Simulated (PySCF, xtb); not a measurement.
# Ranking isomers of CH2BP

4 gas-phase structures of CH2BP, found in a search over its isomers (lower ones may exist). Each was relaxed with GFN2-xTB:

A. a singlet given by its coordinates
B. `B=C=P`, a singlet
C. `B1C=P1`, a singlet
D. `BC#P`, a singlet

A (Å):

```xyz
5

C     0.2478   -1.1537   -0.0211
B     0.0791    0.2611    0.0640
P    -0.1259    1.9610    0.1678
H     1.0889   -1.6320   -0.5020
H    -0.4513   -1.8687    0.3890
```

Close contacts (Å): C1–B2 1.43, B2–P3 1.72, C1–H4 1.08, C1–H5 1.08.

**Question.** Make a reasoned guess at their ranking by r2SCAN-D4/def2-SVP single-point energy.

**Answer.** Calculated order at r2SCAN-D4/def2-SVP: C (0.0), D (11.6), A (32.5), B (39.8) kcal/mol.

Energies above the lowest of each column, in kcal/mol; the last columns are at B3LYP-D3(BJ)/def2-SVP geometries and were run for some of them only (a dash: not run or not comparable):

```
structure  GFN2-xTB  HF/STO-3G  r2SCAN-D4/def2-SVP  B3LYP-D3(BJ)/def2-SVP  CCSD(T)/def2-TZVP
        C       2.1        0.0                 0.0                    0.0                0.0
        D       0.0       13.2                11.6                    7.9                7.0
        A      27.2       52.1                32.5                   30.2               31.5
        B      25.4       60.2                39.8                      –                  –
```

CCSD(T)/def2-TZVP puts C lowest of those it was run on; GFN2-xTB picks D. Frequencies (GFN2-xTB) were run for A, C, D alone. Large T1 diagnostics make some coupled-cluster values less sure.

Over these structures GFN2-xTB departs from r2SCAN-D4/def2-SVP by 5.7 kcal/mol on average once a common shift is removed. A GFN2-xTB relaxation took about 0.053 s and the r2SCAN-D4/def2-SVP energy about 3.5 s on a shared host (PySCF 2.14.0, xtb 6.7.1).
